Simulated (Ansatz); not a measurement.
## A computed series for Sn: pressure series

Take Sn in the diamond structure (space group Fd-3m, No. 227) as the base.

Space group Fd-3m, origin choice 1 (No. 227); a = 6.473 Å, b = 6.473 Å, c = 6.473 Å, α = 90.00°, β = 90.00°, γ = 90.00°

| atom | site | symmetry | x | y | z |
|---|---|---|---|---|---|
| Sn | 8b | -43m | 0.5000 | 0.5000 | 0.5000 |
(The calculation used a cell of 2 atoms; values per cell refer to that cell.)

Cell and atoms are relaxed at each pressure.

The values are results of LDA (Ansatz, a quantum-chemistry and plane-wave program, PAW, spin-orbit coupling left out), not measurements.

```json
[
 {"P (GPa)": "-2.02", "V (Å³/atom)": "35.687"},
 {"P (GPa)": "-1.00", "V (Å³/atom)": "34.726"},
 {"P (GPa)": "0.90", "V (Å³/atom)": "33.270"},
 {"P (GPa)": "2.10", "V (Å³/atom)": "32.510"},
 {"P (GPa)": "4.50", "V (Å³/atom)": "31.237"},
 {"P (GPa)": "30.00", "V (Å³/atom)": "24.790"}
]
```

A third-order Birch–Murnaghan fit to these points gives V₀ = 33.92 Å³/atom, B₀ = 45 GPa and B₀′ = 4.8. At pressure 30 GPa the volume is 73.1 % of V₀.

Measured bulk modulus of Sn: 42.8 GPa (static lattice; corrected from measurement; as listed in Daniel Mejia-Rodriguez, S. B. Trickey, Phys. Rev. B (2018)); the computed value is 5 % above it.

Load acts through the strain it causes; cell and atoms are relaxed under it. Whether these cells are dynamically stable was not tested. Tetrahedral semiconductors of this kind turn to denser phases somewhere between about 1 and 50 GPa; those were not computed, so compressed cells here can lie past the real transition.
